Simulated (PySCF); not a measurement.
ClNa, SMILES [Cl][Na] (connectivity only; charge and spin as stated), charge +1, multiplicity 2.

The structure is a stationary point at PBE-D3(BJ)/def2-TZVPD. The spin state was assumed, not searched.

Computed with C-PCM-B3LYP/def2-TZVPD in PySCF 2.14.0.

The values are the electrostatic part of the solvation free energy, E(continuum) − E(gas) at the gas-phase geometry, in a cavity of scaled van der Waals radii (PySCF's table); cavitation and dispersion terms are not included. A continuum can't describe solvent molecules that bind to the metal.

| solvent | ε | ΔG(elec) (kcal/mol) |
|---|---|---|
| water | 78.36 | (withheld) |
| diethylether | 4.24 | -44.2 |
| ethylethanoate | 5.99 | -48.2 |

Task: Complete the blanks. (An estimate is asked for; the answer gives what the named calculation found.)

Result: 
- water, ΔG(elec) (kcal/mol): -57.2
